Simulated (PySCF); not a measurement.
# How the method moves the HOMO and LUMO of H2S

H₂S.
Structure used (PBE0-D3(BJ)/def2-SVP), in Å, numbered top down from 1:
```xyz
3
H2S angstrom
S     -0.6197   -0.0135   -0.1157
H      0.3081    0.9208    0.1787
H      0.2951   -1.0046   -0.0828
```

The species is `S` (H2S).

Basis pcSseg-2 throughout (PySCF), one geometry. Isolated species at its PBE0-D3(BJ)/def2-SVP geometry, gas phase.

How do the orbital energies, the gap and the dipole change with the method?

```tsv
method	kind	HOMO (eV)	LUMO (eV)	gap (eV)	μ (D)	SCF cycles
BLYP	GGA	-6.11	-0.51	5.60	1.15	10
B97-D	GGA	-6.24	-0.51	5.73	1.18	12
PBE	GGA	-6.26	-0.56	5.70	1.21	10
OPBE	GGA	-6.29	-0.50	5.79	1.24	12
KT2	GGA	-6.31	-0.54	5.76	1.20	11
KT3	GGA	-6.34	-0.62	5.72	1.16	12
LDA	LDA	-6.36	-0.65	5.71	1.29	10
BP86	GGA	-6.36	-0.63	5.73	1.20	11
B97-2	global hybrid	-7.29	0.36	7.64	1.22	10
B3LYP	global hybrid	-7.29	0.02	7.31	1.18	9
PBE0	global hybrid	-7.54	0.37	7.91	1.24	10
mPW1PW91	global hybrid	-7.56	0.37	7.94	1.23	10
BHandHLYP	global hybrid	-8.67	0.96	9.63	1.20	9
CAM-B3LYP	range-separated hybrid	-8.92	1.12	10.04	1.22	9
wB97X-D	range-separated hybrid	-9.45	2.14	11.59	1.25	10
LC-wPBE	range-separated hybrid	-10.38	2.40	12.77	1.29	11
HF	Hartree–Fock	-10.47	2.84	13.31	1.22	8
```

The HOMO spans 4.36 eV, from BLYP down to HF, and the gap runs from 5.60 eV (BLYP) to 13.31 eV (HF). Over the methods BLYP (0 %), B97-D (0 %), PBE (0 %), OPBE (0 %), KT2 (0 %), KT3 (0 %), LDA (0 %), BP86 (0 %), B97-2 (21 %), B3LYP (20 %), PBE0 (25 %), mPW1PW91 (25 %), BHandHLYP (50 %), HF (100 %), a straight line through the gap against the share of exact exchange rises by 0.77 eV for each 10 % (correlation coefficient 0.998). The dipole ranges from 1.15 D (BLYP) to 1.29 D (LDA). This basis has no diffuse functions.

Reference dipole: 0.98 D (measured, gas; NIST CCCBDB Release 22 (SRD 101), experimental dipoles); nearest here: BLYP (1.15 D). 

The vertical ΔSCF ionisation energy at wB97X-D/def2-SVPD is 10.51 eV; −ε(HOMO) comes closest to it with HF (10.47 eV).
